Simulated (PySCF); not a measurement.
Molecule: pyrazine, C$_{4}$H$_{4}$N$_{2}$ (charge 0, singlet). SMILES: c1cnccn1
Geometry: optimised at B3LYP-D3(BJ)/def2-TZVP (Ansatz).

Dispersion corrections to the total energy (kcal/mol) from the dftd3 and dftd4 libraries through PySCF: D3(BJ) without and D4 with the three-body term, each with the damping fitted for the functional named.

```
functional      D3(BJ)          D4
----------  ----------  ----------
PW6B95           -2.61  (withheld)
BP86             -8.61       -7.22
B3LYP            -9.68       -8.98
TPSSh       (withheld)       -6.85
BHLYP            -7.44  (withheld)
r2SCAN           -1.50       -1.35
PBE0             -4.75       -4.62
```

Problem. Some entries are withheld; supply them.

Solution. 
- PW6B95, D4: -4.94
- TPSSh, D3(BJ): -6.36
- BHLYP, D4: -6.20
